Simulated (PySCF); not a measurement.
Molecule: SMILES [C-]#[N+]C(C)(C)C, C5H9N.

Mapped SMILES: `[C-:1]#[N+:2][C:3]([CH3:4])([CH3:5])[CH3:6]`. Each H is labelled by its parent atom.

Geometry PBE0-D3(BJ)/def2-SVP throughout; GIAO in PySCF 2.14, gas phase, one conformer, non-relativistic; equivalent atoms averaged; basis pcSseg-1.

(1) How do the absolute shieldings σ depend on the functional? (ppm; last column core-seconds on shared hosts with different chips, so compare them loosely)

(2) Which nucleus moves most, in ppm?

Answers

(1) 
```tsv
functional	kind	C1	C3	C4/C5/C6	N2	H(C4)/H(C5)/H(C6)	core-s
HF	Hartree–Fock	0.2	147.0	159.1	54.0	30.33	5.5
LDA	LDA	-0.4	127.8	146.0	39.2	29.39	17
PBE	GGA	8.5	127.9	146.4	47.3	29.77	21
BLYP	GGA	4.3	121.8	140.9	43.4	29.93	21
BP86	GGA	9.3	127.2	145.9	47.2	29.83	21
OPBE	GGA	21.2	135.5	153.8	59.9	29.84	21
KT2	GGA	25.2	130.8	149.8	59.5	29.73	21
KT3	GGA	25.9	130.6	150.0	62.9	29.91	21
B97-D	GGA	14.3	127.3	145.9	53.8	29.97	21
B3LYP	global hybrid	1.9	127.4	145.4	44.3	29.97	13
PBE0	global hybrid	6.0	134.2	151.3	48.6	29.87	23
mPW1PW91	global hybrid	5.4	133.4	150.5	48.1	29.92	13
WP04	global hybrid	-2.2	116.9	140.0	47.0	30.21	14
B97-2	global hybrid	10.5	133.6	151.0	53.2	29.97	13
BHandHLYP	global hybrid	-0.7	134.8	150.8	46.9	30.06	13
CAM-B3LYP	range-separated hybrid	-0.5	131.8	148.8	45.5	29.92	17
wB97X-D	range-separated hybrid	6.5	134.6	151.1	47.2	29.98	17
LC-wPBE	range-separated hybrid	1.7	140.4	156.3	52.6	29.96	23
```

(2) C3 (fully substituted sp3 carbon bonded to N): from 116.9 ppm with WP04 to 147.0 ppm with HF. The smallest spread is 0.95 ppm, at H(C4)/H(C5)/H(C6). Proton shifts span only some 12 ppm, so a few tenths of a ppm matter as much there as several ppm in carbon.
